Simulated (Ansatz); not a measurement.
Reaction (SMILES): S=C=S + 4 [H][H] (H2) → C (CH4) + 2 S (H2S)
B3LYP-D3(BJ)/def2-TZVP geometries, fixed; electronic energies without zero-point terms.

The energy of full hydrogenation at MP2 with Ansatz (a program for electronic structure), in kcal/mol, split into its Hartree-Fock and correlation parts. Cores are frozen. No added dispersion term, no relativity. Functions are those of the species that has most.

| basis | X | functions | Hartree-Fock | MP2 |
|---|---|---|---|---|
| cc-pV(D+d)Z | 2 | 60 | -91.39 | -60.91 |
| cc-pV(T+d)Z | 3 | 108 | -87.78 | -61.78 |
| cc-pV(Q+d)Z | 4 | 183 | -87.73 | -62.00 |
| cc-pV(5+d)Z | 5 | 311 | -87.80 | -61.42 |

Worked estimate of the basis-set limit from each neighbouring pair, with Hartree-Fock from the larger set and the correlation part extrapolated as X^-3.
Correlation parts: X = 2: 30.48, X = 3: 26.00, X = 4: 25.73, X = 5: 26.38.
- (2,3): (27·(26.00) - 8·(30.48))/19 = 24.11; with Hartree-Fock -87.78 the estimate is -63.67 kcal/mol.
- (3,4): (64·(25.73) - 27·(26.00))/37 = 25.53; with Hartree-Fock -87.73 the estimate is -62.20 kcal/mol.
- (4,5): (125·(26.38) - 64·(25.73))/61 = 27.06; with Hartree-Fock -87.80 the estimate is -60.74 kcal/mol.
The last two estimates differ by 1.46 kcal/mol; the largest set lies 0.68 from the last. Over the last step Hartree-Fock moves by -0.07 and the correlation part by 0.65.
